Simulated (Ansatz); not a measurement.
```yaml
crystal:
  periodic: [false, false, false]
  atoms:
    - {symbol: Al, position_ang: [-1.174770, 0.819882, -0.894464]}
    - {symbol: O, position_ang: [0.647250, 0.038971, -0.505451]}
    - {symbol: Si, position_ang: [0.744249, -0.782420, 1.028557]}
    - {symbol: H, position_ang: [-1.659941, 0.034712, -2.196485]}
    - {symbol: H, position_ang: [-0.729091, 2.424503, -1.025160]}
    - {symbol: H, position_ang: [-1.673848, 0.292039, 0.546000]}
    - {symbol: H, position_ang: [1.395564, 0.081238, -1.094566]}
    - {symbol: H, position_ang: [-0.167470, -1.900330, 1.079922]}
    - {symbol: H, position_ang: [0.527540, 0.118770, 2.145693]}
    - {symbol: H, position_ang: [2.192379, -1.182820, 0.997872]}
basis:
  gaussian: {orbitals: cc-pVTZ, point_charges: [{charge: 2.00, position_ang: [5.316, 0.779, -0.469]}]}
total_charge: -1
magnetization: {spin_polarized: false, initial_magnetization: 1}
hamiltonian: {xc: {name: wB97X}}
output: {forces: true}
```

```sh
$ ansatz run in.yaml --threads 2 --pin off --events-out ev --progress --plain --max-ram 32768MiB --backend cpu
```

Output, abridged:

```
Functional definition: wB97X
1144 factors; their error is unknown
289 factors; integrals over basis functions are off by at most 1.3e-5 eV
mean field evaluation 1: about -16640.6781 eV, gradient 1.8e1 eV
mean field evaluation 2: about -16641.5242 eV, gradient 1.2e1 eV
mean field evaluation 4: about -16641.8183 eV, gradient 1.5e0 eV
mean field evaluation 8: about -16641.8385 eV, gradient 7.0e-2 eV
mean field evaluation 16: about -16641.8564 eV, gradient 3.1e-4 eV
mean field -16641.85636948 eV, -611.5769413230 hartree, gradient 7.7e-5 eV, S^2 0.750000; 0 other end points of the search recorded, 0 dependent functions left out
reference -16641.85633332 eV, -611.5769399943 hartree; 22, 21 occupied and 174, 175 virtual orbitals, 1144 factors
Total energy: -16641.85633332 eV, -611.5769399943 hartree
Atom 0 at    -1.174770     0.819882    -0.894464 Å, force     1.096877     0.318446     0.005934 eV/Å
Atom 1 at     0.647250     0.038971    -0.505451 Å, force    -2.740531    -0.532122     2.275709 eV/Å
Atom 2 at     0.744249    -0.782420     1.028557 Å, force     0.510098     0.836777    -1.449812 eV/Å
Atom 3 at    -1.659941     0.034712    -2.196485 Å, force    -0.102875     0.107100     0.029819 eV/Å
Atom 4 at    -0.729091     2.424503    -1.025160 Å, force    -0.372833    -0.599684     0.047719 eV/Å
Atom 5 at    -1.673848     0.292039     0.546000 Å, force    -0.198908     0.138696    -0.037415 eV/Å
Atom 6 at     1.395564     0.081238    -1.094566 Å, force     3.251461     0.275567    -1.082469 eV/Å
Atom 7 at    -0.167470    -1.900330     1.079922 Å, force    -0.194882    -0.490641    -0.156239 eV/Å
Atom 8 at     0.527540     0.118770     2.145693 Å, force     0.047588     0.390907     0.361613 eV/Å
Atom 9 at     2.192379    -1.182820     0.997872 Å, force     0.363669    -0.034020     0.062937 eV/Å
Dipole moment:    -1.078915    -0.391854     0.750496 e Å
```

Run time 23 s (2 threads of a server CPU on a shared host); peak host memory 0.7 GiB.
